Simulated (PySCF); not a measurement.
Species: C₆H₄ (triplet state).
Bonds: C1–C2 (aromatic), C2–C3 (aromatic), C3–C4 (aromatic), C4–C5 (aromatic), C5–C6 (aromatic), C1–C6 (aromatic). Hydrogens: H7 on C2; H8 on C3; H9 on C5; H10 on C6.

Structure optimised with GFN2-xTB, isolated species. This method treats the open shell by occupation alone, without spin polarisation.

Task: Give the optimised bond lengths and angles.

Result: 
```
                  bond  length (Å)     order
C1–C2 and 3 like bonds       1.369  aromatic
          C2–C3, C5–C6       1.396  aromatic
C2–H7 and 3 like bonds       1.080    single
```

Bonds in one row agree within 0.01 Å and their mean is given. Orders are formal, as drawn. A selection of angles:
```
   angle  degrees
C2–C1–C6    127.0
C1–C2–C3    116.5
C1–C2–H7    122.1
C3–C2–H7    121.4
C4–C5–C6    116.5
```

C1 (carbon bonded to 2 C) is bent (angle 127.0°). C2 (carbon bonded to 2 C and H) is planar (angles 122.1°, 121.4° and 116.5°, sum 360.0°, 0.00 Å off the plane of its three neighbours). The C–C distances run from 1.369 Å (C1–C2, aromatic) to 1.396 Å (C2–C3, aromatic), a spread of 0.027 Å. The 6 heavy atoms lie in one plane (0.001 Å rms). The 6-membered ring C1–C2–C3–C4–C5–C6 has internal angles of 116.5° to 127.0° (sum 720°, against 720° for a flat polygon); it is planar, 0.00 Å rms from its mean plane, widest ring torsion 0°.

Point group: D2h (tolerance 0.08 Å). Not checked by GFN2-xTB frequencies.

All values are computed, not measured.
